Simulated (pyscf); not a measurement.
A first-order saddle from PySCF, ωB97X-D3(BJ)/def2-SVP:

```xyz
10

N     -1.7885    -0.4057    -0.9247
In    -1.0575     0.4799     0.9807
H     -2.1246    -1.3686    -0.9370
H     -2.3992     0.1395    -1.5330
H     -0.9801    -0.7182     2.2159
H     -1.5007     2.1411     1.0869
N      0.5932     0.2017    -0.4848
H     -0.4970    -0.2293    -1.0735
H      1.3198    -0.4901    -0.3010
H      1.0453     1.0181    -0.8963
```

Surface: singlet, charge 0. Lowest wavenumbers (cm⁻¹): 1317i, 329, 341, 346, 370.

Which two sides does it connect, and which bonds change?

H₂N–InH₂ + ammonia (NH₃) <-> ammonia (NH₃) + H₂N–InH₂, a four-centre exchange read from left to right: In–N, H–N broken and H–N, In–N formed. At CCSD(T)/def2-TZVPP + ΔMP2(QZVPP) it lies -4.8 kcal/mol from the left side and -4.8 kcal/mol from the right (each side as separated species at their lowest minima found). On the reactant side the descent ends in an adduct with a In–N contact, 19.8 kcal/mol under the separated species and 12.9 kcal/mol under the saddle at ωB97X-D3(BJ)/def2-TZVP. On the product side the descent ends in an adduct with a In–N contact, 19.8 kcal/mol under the separated species and 12.9 kcal/mol under the saddle at ωB97X-D3(BJ)/def2-TZVP. At CCSD(T) the saddle lies under the separated reactants, which points to a path from their complex (located at ωB97X-D3(BJ) alone). At CCSD(T) the saddle lies under the separated products, which points to a path from their complex (located at ωB97X-D3(BJ) alone). What is counted as formed (In–N) is already present as a longer contact in the reactant adduct; forming that adduct is a step of its own. What is counted as broken (In–N) persists as a longer contact in the product adduct; parting that adduct is a step of its own. At ωB97X-D3(BJ)/def2-TZVP the barrier from the zero used here is -6.9 kcal/mol. This is the saddle that the search found; another between the same sides may lie lower. The CCSD(T) − MP2 part came from Ansatz, without density fitting, on the same reference. The frozen core leaves the outer d or s,p core shells of the metals and heavy elements correlated in the MP2 and CC values, and def2-TZVPP describes them poorly, which can shift differences by a few kcal/mol. Elements past Kr carry the def2 core potentials, without spin-orbit coupling.
